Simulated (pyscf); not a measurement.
# Elimination: HO–BH–OH (SMILES OBO) → H₂O (SMILES O) + HB=O (SMILES B=O)

Gas phase, singlet surface, charge 0. Bonds broken: O1–B2, O3–H6. Bonds formed: O1–H6. Single points on ωB97X-D3(BJ)/def2-SVP structures (PySCF, gas phase). MP2 and CC: frozen core, UHF for open shells. ΔMP2 is the change of the MP2 total energy from the triple- to the quadruple-zeta basis.

Transition state (Å):

```xyz
6

O     -0.7206    -0.3353     0.4806
B      0.3825    -0.4677    -0.6452
O      1.3991    -0.0263    -0.0072
H     -1.4033     0.3360     0.3311
H      0.0483    -0.8994    -1.7161
H      0.2803     0.0693     0.8425
```

One imaginary mode, 1364i cm⁻¹; descent along it reached the two sides named, in the forms told below.

| bond | change | reactant side (Å) | saddle | product side |
|---|---|---|---|---|
| O1–B2 | breaks | 1.367 | 1.582 | 2.437 |
| O3–H6 | breaks | 0.966 | 1.408 | 2.502 |
| O1–H6 | forms | 2.401 | 1.139 | 0.968 |

Electronic energies relative to the reactant's lowest minimum found (kJ/mol):

```csv
level,barrier,reaction energy,reverse barrier
ωB97X-D3(BJ)/def2-TZVP,230.5,+194.2,36.3
PBE/def2-TZVP,203.7,+185.6,18.1
r²SCAN/def2-TZVP,219.8,+198.8,21.1
B3LYP-D3(BJ)/def2-TZVP,226.1,+186.2,39.9
PBE0-D3(BJ)/def2-TZVP,224.1,+203.3,20.8
M06-2X/def2-TZVP,231.6,+204.3,27.4
ωB97M-D3(BJ)/def2-TZVP,226.0,+188.9,37.2
HF/def2-TZVP,286.3,+198.2,88.2
MP2/def2-QZVPP,224.1,+175.9,48.2
CCSD/def2-TZVPP,241.0,+186.3,54.7
CCSD(T)/def2-TZVPP,230.3,+182.2,48.1
CCSD(T)/def2-TZVPP + ΔMP2(QZVPP),230.9,+180.4,50.5
```

With CCSD(T)/def2-TZVPP + ΔMP2(QZVPP) energies and thermal terms (ideal gas, 1 atm, RRHO with modes under 100 cm⁻¹ raised to 100, one conformer, R ln 2 for chiral ones without a mode under 150 cm⁻¹), in kJ/mol:

| T (K) | ΔH‡ | ΔG‡ | ΔH | ΔG |
|---|---|---|---|---|
| 298 | 215.0 | 213.6 | +168.9 | +128.4 |
| 600 | 214.0 | 212.5 | +170.0 | +86.5 |
| 900 | 212.6 | 212.0 | +167.9 | +45.1 |
| 1200 | 211.3 | 212.0 | +164.8 | +4.6 |

On the product side the descent ends in a complex, 19.7 kJ/mol under the separated species and 56.0 kJ/mol under the saddle at ωB97X-D3(BJ)/def2-TZVP. The products may also form a dative adduct at HB=O; it and routes through it were not searched. One saddle was located; it need not be the lowest between these sides. The CCSD(T) − MP2 part came from Ansatz, without density fitting, on the same reference.
